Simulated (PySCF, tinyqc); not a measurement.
Worked calculation: CID on RHF in the sto-3g basis, frozen core, for CH+, spin multiplicity 1. The lowest restricted solution is unstable here: a spin-polarised one lies 0.0083 hartree lower (PySCF). One step of it, computed by the program tinyqc.

Question. CID: determinants and Hamiltonian. Slater-Condon rules over spin orbitals, with the nuclear repulsion and the energy of the frozen orbital added and E(HF) subtracted on the diagonal. Only determinants linked to the reference directly or through others are kept (one block of an abelian symmetry group), so some states are absent.

one-electron integrals dressed by the frozen orbital, h + 2 (pq|11) - (p1|1q) (hartree), order 2, 3, 4, 5, 6:
```
[[-2.669522, 0.026796, 0.000000, 0.000000, 0.194712],
 [0.026796, -2.304524, 0.000000, 0.000000, 0.195717],
 [0.000000, 0.000000, -2.334762, 0.000000, 0.000000],
 [0.000000, 0.000000, 0.000000, -2.334762, 0.000000],
 [0.194712, 0.195717, 0.000000, 0.000000, -1.802358]]
```

energy of the frozen orbital, 2 h_11 + (11|11) = -32.73295904 hartree

Two-electron integrals over orbitals (pq|rs), unique and non-zero (hartree); the lowest 1 orbital is frozen and left out:
```
(22|22) 0.579112    (32|22) 0.015950    (32|32) 0.109271    (33|22) 0.520113
(33|32) -0.042746   (33|33) 0.569619    (42|42) 0.112056    (43|42) -0.037007
(43|43) 0.040059    (44|22) 0.578878    (44|32) -0.052727   (44|33) 0.534838
(44|44) 0.672833    (52|52) 0.112056    (53|52) -0.037007   (53|53) 0.040059
(54|54) 0.036269    (55|22) 0.578878    (55|32) -0.052727   (55|33) 0.534838
(55|44) 0.600295    (55|55) 0.672833    (62|22) -0.083230   (62|32) -0.003614
(62|33) -0.015894   (62|44) -0.093034   (62|55) -0.093034   (62|62) 0.081721
(63|22) -0.063021   (63|32) 0.079694    (63|33) -0.073290   (63|44) -0.110532
(63|55) -0.110532   (63|62) 0.063870    (63|63) 0.133616    (64|42) -0.032641
(64|43) -0.005783   (64|64) 0.021749    (65|52) -0.032641   (65|53) -0.005783
(65|65) 0.021749    (66|22) 0.506953    (66|32) 0.088328    (66|33) 0.491715
(66|44) 0.449210    (66|55) 0.449210    (66|62) 0.006908    (66|63) 0.069099
(66|66) 0.627304
```

nuclear repulsion = 2.23911373 hartree

Hartree-Fock energy = -37.43129542 hartree

Give: determinants; H - E(HF) between determinants.

Answer.

Occupation strings over the orbitals (2 doubly, a alpha, b beta, 0 empty; spin orbitals ordered 1a 1b 2a 2b ...): 222000 220200 2ab200 220020 2ab020 220002 2ab002 2ba200 202200 2ba020 202020 2ba002 202002

H - E(HF) between determinants (hartree), order 222000, 220200, 2ab200, 220020, 2ab020, 220002, 2ab002, 2ba200, 202200, 2ba020, 202020, 2ba002, 202002:
```
[[0.000, 0.040, 0.037, 0.040, 0.037, 0.134, -0.064, -0.037, 0.112, -0.037, 0.112, 0.064, 0.082],
 [0.040, 0.272, -0.026, 0.036, 0.000, 0.022, 0.000, 0.026, 0.109, 0.000, 0.000, 0.000, 0.000],
 [0.037, -0.026, 0.562, 0.000, 0.036, 0.000, 0.022, -0.109, -0.084, 0.000, 0.000, 0.000, 0.000],
 [0.040, 0.036, 0.000, 0.272, -0.026, 0.022, 0.000, 0.000, 0.000, 0.026, 0.109, 0.000, 0.000],
 [0.037, 0.000, 0.036, -0.026, 0.562, 0.000, 0.022, 0.000, 0.000, -0.109, -0.084, 0.000, 0.000],
 [0.134, 0.022, 0.000, 0.022, 0.000, 1.064, 0.156, 0.000, 0.000, 0.000, 0.000, -0.156, 0.109],
 [-0.064, 0.000, 0.022, 0.000, 0.022, 0.156, 1.288, 0.000, 0.000, 0.000, 0.000, -0.109, 0.097],
 [-0.037, 0.026, -0.109, 0.000, 0.000, 0.000, 0.000, 0.562, 0.084, 0.036, 0.000, 0.022, 0.000],
 [0.112, 0.109, -0.084, 0.000, 0.000, 0.000, 0.000, 0.084, 0.961, 0.000, 0.036, 0.000, 0.022],
 [-0.037, 0.000, 0.000, 0.026, -0.109, 0.000, 0.000, 0.036, 0.000, 0.562, 0.084, 0.022, 0.000],
 [0.112, 0.000, 0.000, 0.109, -0.084, 0.000, 0.000, 0.000, 0.036, 0.084, 0.961, 0.000, 0.022],
 [0.064, 0.000, 0.000, 0.000, 0.000, -0.156, -0.109, 0.022, 0.000, 0.022, 0.000, 1.288, -0.097],
 [0.082, 0.000, 0.000, 0.000, 0.000, 0.109, 0.097, 0.000, 0.022, 0.000, 0.022, -0.097, 1.620]]
```
